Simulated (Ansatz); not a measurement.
**HAlGa, quartet: reading a ladder of total energies**

Geometry: a point of a stretch scan, not a stationary point.

```xyz
3

Al    0.0000    0.0000   -0.0668
Ga    0.0000    0.0000   -2.4104
H     0.0000    0.0000    2.4772
```

Basis 6-31G (Cartesian d functions); Ansatz 0.2.0. Correlated methods freeze the noble-gas cores and the filled d shells of p-block atoms, which leaves 7 electrons in 25 orbitals. Prefix R: restricted or restricted open-shell reference. No spin–orbit coupling is included, and no scalar relativity.

Full CI is exact within this basis and frozen core; it isn't the basis-set limit.

The cluster runs stand on a determinant 0.42 eV above the lowest RHF solution, chosen by trial CCSD; the correlation energy below is counted from it.

Runs differ by some tens of microhartree through their thresholds and, for an open shell, their frozen cores, so steps under 0.03 kcal/mol mean nothing.

```tsv
level	total energy (hartree)
RHF determinant under the cluster runs	-2165.230613
RMP2	-2165.309338
RCCSD	-2165.338984
RCCSD(T)	-2165.343761
RCCSDT	-2165.345242
RCCSDT(Q)	-2165.345693
full CI	-2165.345858
```

What is the correlation energy at full CI, and what share of it do RMP2 and RCCSDT recover?

E(corr) = -2165.345858 − (-2165.230613) = -0.115245 hartree = -3.136 eV. RMP2: -0.078725 / -0.115245 = 68.31 %. RCCSDT: -0.114629 / -0.115245 = 99.47 %.

By how many kcal/mol does RCCSD(T) miss full CI (1 hartree = 627.509 kcal/mol), and which steps make up the rest?

-2165.343761 − (-2165.345858) = 0.002097 hartree = 1.32 kcal/mol. Steps: RCCSDT − RCCSD(T) = -0.93, RCCSDT(Q) − RCCSDT = -0.28, full CI − RCCSDT(Q) = -0.10 kcal/mol. With more than one leading determinant such errors change with state and geometry, and needn't cancel in differences.
